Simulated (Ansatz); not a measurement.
in.yaml

```yaml
crystal:
  periodic: [false, false, false]
  atoms:
    - {symbol: Cl, position_ang: [0.000000, 0.000000, -1.725333]}
    - {symbol: H, position_ang: [0.000000, 0.000000, -0.120333]}
    - {symbol: Br, position_ang: [0.000000, 0.000000, 1.845667]}
basis:
  gaussian: {orbitals: cc-pVTZ}
magnetization: {spin_polarized: false, initial_magnetization: 1}
correlation: {method: fic_mrcisd_q, electrons: outside_noble_gas, active_space: {window: {electrons: 15, orbitals: 9}, shells: [{species: Br, l: s, shell: 4}, {species: Br, l: p, shell: 4}, {species: Cl, l: s, shell: 3}, {species: Cl, l: p, shell: 3}, {species: H, l: s, shell: 1}]}}
```

```sh
$ ansatz run in.yaml --threads 2 --pin off --events-out ev --progress --plain --max-ram 16896MiB --backend cuda --devices 0, --max-vram 18GiB
```

Output:

```
1000 factors; integrals over basis functions are off by at most 1.8e-7 eV
mean field evaluation 1: about -82517.4132 eV, gradient 1.5e1 eV
mean field evaluation 2: about -82517.4157 eV, gradient 1.5e1 eV
mean field evaluation 4: about -82518.1425 eV, gradient 8.5e0 eV
mean field evaluation 8: about -82518.5124 eV, gradient 1.8e-1 eV
mean field evaluation 16: about -82515.7219 eV, gradient 2.0e1 eV
mean field evaluation 32: about -82517.1569 eV, gradient 1.6e-6 eV
mean field evaluation 64: about -82517.1569 eV, gradient 2.3e-6 eV
mean field evaluation 96: about -82517.0309 eV, gradient 5.2e0 eV
mean field -82518.51242591 eV, -3032.4993985956 hartree, gradient 6.1e-6 eV, S^2 0.750000; 11 other end points of the search recorded, 0 dependent functions left out
reference -82518.51242591 eV, -3032.4993985956 hartree; 27, 26 occupied and 64, 65 virtual orbitals, 1000 factors
state -82519.12714547 eV, -3032.5219891226 hartree
contracted CI cycle   1: correlation 0.00000000 eV, 0.0000000000 hartree, residual 2.83e1 eV
contracted CI cycle   2: correlation -8.81816048 eV, -0.3240614206 hartree, residual 4.58e0 eV
contracted CI cycle   3: correlation -9.08244356 eV, -0.3337736445 hartree, residual 9.50e-1 eV
contracted CI cycle   4: correlation -9.09333269 eV, -0.3341738127 hartree, residual 2.13e-1 eV
contracted CI cycle   5: correlation -9.09389952 eV, -0.3341946433 hartree, residual 5.10e-2 eV
contracted CI cycle   6: correlation -9.09392933 eV, -0.3341957388 hartree, residual 9.73e-3 eV
contracted CI cycle   7: correlation -9.09393033 eV, -0.3341957754 hartree, residual 2.16e-3 eV
contracted CI cycle   8: correlation -9.09393038 eV, -0.3341957772 hartree, residual 4.49e-4 eV
state -82519.12714547 eV, -3032.5219891226 hartree; corrected -82529.33252583 eV, -3032.8970299334 hartree
Total energy: -82529.33252583 eV, -3032.8970299334 hartree
Checks for a lower state left out: starts, orbital_swaps
```

Natural occupations: 2.0000 1.9999 1.9997 1.9995 1.9992 1.9985 1.9571 1.0005 0.0456.

Ran on 2 threads of AMD EPYC 7R13 with a shared H100 80 GB, shared host: 3.4 s wall, 0.88 GiB peak host memory.
